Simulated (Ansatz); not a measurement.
# CH2O3: the cost of one run

Method: the levels named in each step, in Ansatz 0.2.0.

## 1. The structure to begin with

Bond lengths: O2–C3 1.143 Å, C3–O4 1.145 Å, O1–H5 0.960 Å, O1–H6 0.960 Å. Angles: O2–C3–O4 177.5°, H5–O1–H6 107.0°.

As a file:

```xyz
6

O     1.3381   -0.3337    1.3427
O    -0.0519   -0.5439   -1.3435
C    -0.5447    0.1295   -0.5622
O    -1.0746    0.8121    0.1885
H     2.2174    0.0011    1.5330
H     0.9141   -0.5060    2.1863
```

## 2. A rough first relaxation, PBE-D4/def2-SVP

This run stands in another session on the same molecule. It ended at:

```xyz
6

O     1.3691   -0.6481    1.4628
O     0.0531   -0.4418   -1.3762
C    -0.4456    0.1062   -0.4671
O    -0.9925    0.6865    0.3991
H     2.0671    0.0122    1.2955
H     0.7472   -0.1558    2.0307
```

## 3. Relaxation, r2SCAN-D4/def2-TZVPP

input.yaml

```yaml
crystal:
  periodic: [false, false, false]
  atoms:
    - { symbol: O, position_ang: [1.36909629, -0.64811707, 1.46275047] }
    - { symbol: O, position_ang: [0.05311253, -0.44178329, -1.37618247] }
    - { symbol: C, position_ang: [-0.44559035, 0.10619437, -0.46708822] }
    - { symbol: O, position_ang: [-0.99251617, 0.68650687, 0.3990786] }
    - { symbol: H, position_ang: [2.06711643, 0.01217516, 1.29554221] }
    - { symbol: H, position_ang: [0.74715128, -0.15578604, 2.03070941] }
basis:
  gaussian: { orbitals: def2-TZVPP }
hamiltonian:
  xc: r2scan
  dispersion: d4
relax:
  f_tol: 0.002
  max_steps: 150
```

Started as:

```
> ansatz run input.yaml --threads 4 --pin off --max-ram 10240MiB --backend cpu --events-out ev --progress --plain --runs-dir out
```

What time and memory should one allow on 4 threads of Intel Xeon Platinum 8259CL at 2.50GHz (Skylake/Cascade Lake), shared host?

About 47 s, with a peak of 0.25 GiB.
